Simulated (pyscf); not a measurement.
Optimised with ωB97X-D3(BJ)/def2-SVP in PySCF.

Estimate by transition-state theory the rate constant of `[Cl][GaH][SeH]` + `[H][H]` -> `[GaH2][SeH]` + `[ClH]` (singlet surface; Cl–Ga, H–H broken, Ga–H, Cl–H formed) at 1200 K, with ωB97M-D3(BJ)/def2-TZVP energies (ideal gas, 1 atm, RRHO with modes under 100 cm⁻¹ raised to 100, one conformer, R ln 2 for chiral ones without a mode under 150 cm⁻¹; no tunnelling).

The electronic barrier is 33.3 kcal/mol and the thermal terms add +35.6, so ΔG‡ = 68.9 kcal/mol. With k_BT/h = 2.50e+13 s⁻¹ and RT = 2.385 kcal/mol, and a volume of 1.64e-19 cm³ per molecule at 1 atm, k = 1.1e-18 cm³ molecule⁻¹ s⁻¹. Wigner's tunnelling factor for 1053i cm⁻¹ would be 1.07. A shift of 1 kcal/mol in the barrier changes k by a factor 1.5. On the product side the descent ends in a complex, 5.4 kcal/mol under the separated species and 12.0 kcal/mol under the saddle at ωB97X-D3(BJ)/def2-TZVP. This is the saddle that the search found; another between the same sides may lie lower. Elements up to Kr have no core potential and no relativistic terms here.
